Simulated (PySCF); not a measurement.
Spectrum to structure. Theory: TDDFT CAM-B3LYP/def2-SVPD, vertical, gas phase, core orbitals frozen in the response in PySCF 2.14.0, density-fitted response routines. Geometries: GFN2-xTB, one conformer each.

```json
{"state": "S1", "ν̃ (cm⁻¹)": "51850", "f": "0.0047", "main configurations (H = HOMO, L = LUMO)": "H-1→L (83%), H→L (8%)"}
{"state": "S2", "ν̃ (cm⁻¹)": "52540", "f": "0.062", "main configurations (H = HOMO, L = LUMO)": "H→L (87%)"}
{"state": "S3", "ν̃ (cm⁻¹)": "60670", "f": "0.0004", "main configurations (H = HOMO, L = LUMO)": "H-5→L (55%), H-3→L (16%), H-4→L (11%)"}
{"state": "S4", "ν̃ (cm⁻¹)": "61090", "f": "0.017", "main configurations (H = HOMO, L = LUMO)": "H→L+1 (86%)"}
{"state": "S5", "ν̃ (cm⁻¹)": "62940", "f": "0.0036", "main configurations (H = HOMO, L = LUMO)": "H-2→L+5 (18%), H→L+5 (18%), H-3→L+5 (11%)"}
{"state": "S6", "ν̃ (cm⁻¹)": "64420", "f": "0.032", "main configurations (H = HOMO, L = LUMO)": "H→L+2 (62%)"}
{"state": "S7", "ν̃ (cm⁻¹)": "65320", "f": "0.010", "main configurations (H = HOMO, L = LUMO)": "H-2→L+6 (17%), H→L+3 (14%), H-3→L+5 (10%)"}
{"state": "S8", "ν̃ (cm⁻¹)": "66030", "f": "0.0050", "main configurations (H = HOMO, L = LUMO)": "H→L+3 (72%), H→L+6 (9%)"}
```

Task: Which structure fits? All have the formula C5H5N.
A. `[H]/N=C\C(=C)C#C`
B. `C=C/C=C\C#N`
C. `C(#N)CC1C=C1`

Result: C. Its S1, at 6.43 eV, is the highest among the candidates; the nearest of the others has S1 at 5.27 eV. S1 is HOMO-1→LUMO (83%), HOMO→LUMO (8%). Löwdin shares by element: HOMO carbon 81% or more (atoms not listed hold the other 19%); LUMO carbon 70% or more, hydrogen 15% or more. At the same level the other candidates give, for their lowest levels:
- `C=C/C=C\C#N`: 5.27 eV (f 0.665); 6.25 eV (f 0.000); 6.67 eV (f 0.001); 6.91 eV (f 0.012); 7.19 eV (f 0.002); T1 2.84 eV; HOMO -8.67, LUMO -1.09 eV
- `[H]/N=C\C(=C)C#C`: 4.63 eV (f 0.003); 5.53 eV (f 0.000); 5.54 eV (f 0.275); 6.40 eV (f 0.000); 6.66 eV (f 0.210); T1 3.19 eV; HOMO -8.81, LUMO -0.73 eV

The values belong to the conformer `[N:1]#[C:2][CH2:3][CH:4]1[CH:5]=[CH:6]1`: C2–C3–C4–C5 85°.
Triplets come from the Tamm–Dancoff approximation.
